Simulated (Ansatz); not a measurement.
A made-up structure of LiSiH$_{2}$S, doublet:

```
atom    x (Å)    y (Å)    z (Å)
 Li1  -0.8761   0.1413  -1.2593
 Si2  -0.3502  -0.5961   1.2302
  S3   1.0041   0.3378  -0.2196
  H4  -0.4615  -1.2969  -0.1538
  H5   0.6838   1.4138   0.4025
```

It is relaxed with PBE-D4/def2-SVP and then PBE0-D4/def2-TZVP (Ansatz 0.2.0). Atoms count as bonded within 1.22 times the sum of their covalent radii (H–H: 0.88 Å). The end point is not checked to be a true minimum.

Q: Does its bonding change? (Judge from chemistry; the calculation decides.)

A: The calculation gives: No: no bond forms or breaks.

Where it ends: The first stage lowers the energy by 0.93 eV in 6 steps. It ends as LiSiH₂S ([H]1[Li]2[SH][Si]12):
```xyz
5
angstrom
Li -0.9109 -0.0100 -1.1855
Si -0.4156 -0.6795 1.1209
S 1.0767 0.5171 -0.1744
H -0.6655 -1.5328 -0.1901
H 0.9154 1.7052 0.4292
```

Labels in which every atom is bracketed show which atoms are joined, not bond orders.

For scale, one of the runs: PBE0-D4/def2-TZVP relaxation, 100 basis functions, launched by `ansatz run in.yaml --threads 2 --pin off --events-out ev --progress --plain --max-ram 4352MiB`. The run took about 11 s on 2 CPU threads of an Arm Neoverse V2 (shared host).
